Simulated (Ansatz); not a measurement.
**Ladder of methods for the elastic constant C11 of hcp Ti**

Reference value: 176 GPa (measured, 4 K, not corrected to a static lattice; as tabulated in Ferrari et al. (2019), arXiv:1905.01197).

**Question.** Which of these levels comes closest to the reference?
A. r²SCAN (Ansatz, a quantum-chemistry and plane-wave program)
B. LDA (Ansatz)
C. HSE06 (Ansatz)
D. PBE (Ansatz)

**Answer.** D, PBE (Ansatz)

```tsv
level (code)	value (GPa)	cell (Å³/atom)	difference (%)
LDA (Ansatz)	185	16.10	+5.1
PBE (Ansatz)	176	17.39	0.0
r²SCAN (Ansatz)	188	17.31	+6.8
HSE06 (Ansatz)	221	17.19	+26
```

Closest of these to the reference: PBE (0.0 %). Farthest off: HSE06 (+26 %). Within 20 %: LDA, PBE, r²SCAN.

The reference has no zero-point or thermal correction, while the calculations are for a static lattice, so the differences are not the levels' errors alone.  HSE06: hybrids on metals are sensitive to the k mesh. Each level is taken at its own relaxed cell. Cutoffs and k meshes differ between the levels. Ansatz's density-functional and Hartree–Fock values are scalar-relativistic unless marked +SOC, with PAW data made under PBE.

Differences are worked out from the printed values.
